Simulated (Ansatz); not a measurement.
`FC1=NCN1`. The species carries charge 0 and has multiplicity 1. The structure was optimised at the PBE0-D4/def2-TZVP level.

```xyz
8

F     1.750    0.395   -1.433
C     0.746    0.014   -0.693
N     0.309   -1.155   -0.441
C    -0.667   -0.444    0.419
N    -0.137    0.865   -0.063
H    -1.705   -0.608    0.132
H    -0.504   -0.619    1.482
H     0.207    1.553    0.597
```

(1) What is the dipole moment at r2SCAN/def2-TZVPP? (Estimate.)

(2) And with PBE, B3LYP, ωB97M-V? (Estimate.)

(3) Give the Mulliken charges with r2SCAN, B3LYP, ωB97M-V in def2-TZVPP. (Best estimate.)

## Answers

(1) Ansatz gave: 3.16 D, with components (-0.81, 2.03, 2.29) D in this frame, pointing from negative to positive charge.

(2) Computed: PBE 3.09 D, B3LYP 3.17 D, ωB97M-V 3.16 D.

(3) Ansatz gave: 
```
atom  r2SCAN  B3LYP  ωB97M-V
  F1   -0.16  -0.16    -0.15
  C2    0.38   0.33     0.33
  N3   -0.35  -0.29    -0.28
  C4    0.19   0.07     0.01
  N5   -0.30  -0.29    -0.25
  H6    0.04   0.09     0.11
  H7    0.06   0.10     0.12
  H8    0.15   0.15     0.13
```

B3LYP here is the variant with VWN-RPA as its local correlation; programs differ in this.
